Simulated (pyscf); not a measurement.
Routes from `[O]=[Sn]` [singlet] + `[H][H]`

Candidate steps break at most two bonds and form at most two. Each was searched with GFN2-xTB (tblite) first. PySCF, gas phase, ωB97X-D3(BJ)/def2-SVP geometries. Energies: ωB97M-D3(BJ)/def2-TZVP, kcal/mol, from the separated reactants, singlet surface; ΔG‡ with ideal gas, 1 atm, RRHO with modes under 100 cm⁻¹ raised to 100, one conformer, R ln 2 for chiral ones without a mode under 150 cm⁻¹.

```csv
products,type,ΔE‡,ΔE,ΔG‡ 298 K,ΔG‡ 900 K,ν‡ (cm⁻¹)
HO–SnH: [singlet],addition across a multiple bond or ene-type step,24.7,-28.9,31.7,47.5,1756i
O=SnH₂,insertion,83.8,+25.2,89.1,104.0,1700i
```

Plain bond fissions and candidates not yet searched are not listed, and one of them may be faster. Each barrier is that of the saddle found; lower ones may exist. Elements past Kr carry the def2 core potentials, without spin-orbit coupling.
